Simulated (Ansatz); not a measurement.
# C₃H₄F₂O: a ladder of functionals and wavefunction methods

The task here is to estimate one member of a computed series from the others.

Method: functionals in def2-TZVPP, the program's frozen cores in correlated methods; program: Ansatz 0.2.0, Gaussian basis.

Plan: LDA (SPW92), PBE-D4, revPBE-D4, BLYP-D4, r2SCAN-D4, B97M-V, PBE0-D4, B3LYP-D4, r2SCANh-D4, r2SCAN0-D4, HSE06-D4, BHLYP-D4, CAM-B3LYP-D4, LC-ωPBE, ωB97X-V, ωB97M-V, B2PLYP, PBE-QIDH; CCSD(T)/def2-SVP; CCSD(T)/def2-TZVPP; MP2/def2-QZVPP; extrapolation to the limit; RPA on PBE.

### The relaxed structure

All runs share one geometry, relaxed beforehand with PBE0-D4 in a triple-zeta def2 set.

10 atoms, charge 0, spin multiplicity 1.

Atoms are counted from 1 here; the program's logs count them from 0.

Bond lengths: C1–C2 1.476 Å, C1–H7 1.094 Å, C1–H8 1.094 Å, C1–H9 1.089 Å, C2–F3 1.345 Å, C2–C4 1.326 Å, C4–O5 1.334 Å, C4–F6 1.341 Å, O5–H10 0.965 Å. Angles: C2–C1–H7 110.5°, C2–C1–H8 110.5°, C2–C1–H9 110.6°, H7–C1–H8 107.7°, H7–C1–H9 108.7°, H8–C1–H9 108.7°, C1–C2–F3 114.8°, C1–C2–C4 127.4°, F3–C2–C4 117.7°, C2–C4–O5 125.7°, C2–C4–F6 120.3°, O5–C4–F6 113.9°, C4–O5–H10 109.7°.

As a file:

```
C    -0.63575   -1.01337    0.87605
C     0.26329   -0.39279   -0.11695
F     1.20797   -1.21177   -0.61360
C     0.22101    0.85057   -0.57644
O     0.96737    1.34010   -1.56748
F    -0.67552    1.72120   -0.08918
H    -0.06574   -1.37213    1.73782
H    -1.15412   -1.87172    0.43863
H    -1.37792   -0.29577    1.22199
H     1.33230    2.19438   -1.30795
```

The first run:

in.yaml reads:

```yaml
crystal:
  periodic: [false, false, false]
  atoms:
    - {symbol: C, position_ang: [-0.635751, -1.013369, 0.876052]}
    - {symbol: C, position_ang: [0.263288, -0.392793, -0.116947]}
    - {symbol: F, position_ang: [1.207973, -1.211771, -0.613598]}
    - {symbol: C, position_ang: [0.221011, 0.850572, -0.576440]}
    - {symbol: O, position_ang: [0.967371, 1.340101, -1.567479]}
    - {symbol: F, position_ang: [-0.675517, 1.721195, -0.089177]}
    - {symbol: H, position_ang: [-0.065743, -1.372127, 1.737817]}
    - {symbol: H, position_ang: [-1.154118, -1.871721, 0.438633]}
    - {symbol: H, position_ang: [-1.377917, -0.295768, 1.221985]}
    - {symbol: H, position_ang: [1.332304, 2.194381, -1.307947]}
basis:
  gaussian: {orbitals: def2-TZVPP}
hamiltonian: {xc: lda}
output: {orbitals: {seedname: orbitals}}
```

Launch:

```console
> ansatz run in.yaml --threads 4 --pin off --events-out ev --progress --plain --max-ram 10444MiB
```

Among the steps run: LDA; PBE-D4 (GGA); revPBE-D4 (GGA); BLYP-D4 (GGA); r2SCAN-D4 (meta-GGA); B97M-V (meta-GGA); PBE0-D4 (hybrid); B3LYP-D4 (hybrid); r2SCANh-D4 (hybrid); r2SCAN0-D4 (hybrid); HSE06-D4 (hybrid); BHLYP-D4 (hybrid); CAM-B3LYP-D4 (range-separated); LC-ωPBE (range-separated); ωB97X-V (range-separated); ωB97M-V (range-separated); B2PLYP (double hybrid); PBE-QIDH (double hybrid).

One table of the session follows, with a row left open; its other results are not shown here.

It belongs to the step «Orbital energies across the functionals». 

| functional | HOMO (eV) | LUMO (eV) | gap (eV) |
| --- | --- | --- | --- |
| LDA (SPW92) | -5.49 | -0.28 | 5.21 |
| PBE-D4 | -5.30 | -0.15 | 5.16 |
| revPBE-D4 | ? | ? | ? |
| BLYP-D4 | -5.22 | -0.21 | 5.01 |
| r2SCAN-D4 | -5.52 | 0.33 | 5.85 |
| B97M-V | -5.60 | 0.17 | 5.77 |
| PBE0-D4 | -6.62 | 0.78 | 7.41 |
| B3LYP-D4 | -6.44 | 0.37 | 6.81 |
| r2SCANh-D4 | -6.02 | 0.69 | 6.70 |
| r2SCAN0-D4 | -6.76 | 1.19 | 7.96 |
| HSE06-D4 | -6.22 | 0.41 | 6.63 |
| BHLYP-D4 | -7.86 | 1.42 | 9.28 |
| CAM-B3LYP-D4 | -8.03 | 1.55 | 9.58 |
| LC-ωPBE | -9.33 | 2.95 | 12.28 |
| ωB97X-V | -8.96 | 2.76 | 11.72 |
| ωB97M-V | -8.87 | 2.27 | 11.14 |

Q: Estimate the row for revPBE-D4 from the others.

The run gave: HOMO (eV): -5.23; LUMO (eV): -0.09; gap (eV): 5.13. In the column «HOMO (eV)» it lies between PBE-D4 (-5.30) and BLYP-D4 (-5.22).
